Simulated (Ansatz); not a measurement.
We consider bcc Nb, described by LDA in Ansatz (PAW).

Numerical settings: plane-wave cutoff 520 eV, 24×24×24 k mesh, Fermi–Dirac smearing 0.05 eV, no spin polarisation, scalar-relativistic PAW data made under PBE.

Cell (relaxed at this level):

Space group Im-3m (No. 229); a = b = c = 3.247 Å, α = β = γ = 90.00°

```
atom  site  symmetry       x       y       z
----  ----  --------  ------  ------  ------
Nb      2a      m-3m  0.0000  0.0000  0.0000
```
(The calculation used a cell of 1 atom; values per cell refer to that cell.)

What does this level give for the bulk modulus and pressure derivative B′ of the bulk modulus?


* **bulk modulus**: 191 GPa
* **pressure derivative B′ of the bulk modulus**: 3.8

The run finds no gap.

Measured, for comparison: bulk modulus 173 GPa (0 K value with the zero-point phonon effect removed; as tabulated in Mejia-Rodriguez and Trickey (2018), arXiv:1807.09216). Computed (rounded) less measured: bulk modulus +10 %.

The computed numbers hold no vibrational or temperature effects.

Ansatz is a first-principles code.
